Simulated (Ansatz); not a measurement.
Stepwise reaction of `B[SiH2]B` with hydrogen fluoride, as a gas-phase model of exchange steps in deposition or etching. ΔE in kJ/mol; ΔG adds harmonic PBE0-D4 terms to CCSD(T)/CBS, at 1 bar.

Program: Ansatz. Geometries: PBE0-D4/def2-TZVP. ΔE: electronic, gas phase. CBS: MP2 limit from def2 TZ/QZ plus the TZ coupled-cluster correction, frozen cores. This one scheme is used for every species. DFT in def2-TZVPP. B3LYP here is the variant with VWN-RPA as its local correlation; programs differ in this.

```csv
step,reaction,PBE-D4,B3LYP-D4,ωB97M-V,CCSD(T)/CBS,ΔG(400 K)
1,`B[SiH2]B` + H–F → `B[SiH2]F` + BH₃,-108.9,-137.4,-139.6,-132.4,-133.9
```

**Question.** Give the row of step 2, `B[SiH2]F` + H–F → `F[SiH2]F` + BH₃. (Best estimate.)

**Answer.** Computed: 
```
step                             reaction  PBE-D4  B3LYP-D4  ωB97M-V  CCSD(T)/CBS  ΔG(400 K)
   2  `B[SiH2]F` + H–F → `F[SiH2]F` + BH₃  -148.7    -171.4   -174.8       -170.4     -166.2
```

**Question.** By hand: ΔE of the 2 steps together at CCSD(T)/CBS.

**Answer.** (-132.4) + (-170.4) = -302.8 kJ/mol, or -151.4 kJ/mol a step.

In ΔE each step is lower than the one before. All are downhill at CCSD(T)/CBS. ΔG lies between -166.2 and -133.9 kJ/mol a step. PBE-D4 differs from CCSD(T)/CBS by 21.7 to 23.5 kJ/mol a step. Isolated molecules leave out the surface, adducts and barriers. Largest T1 diagnostic: 0.015.
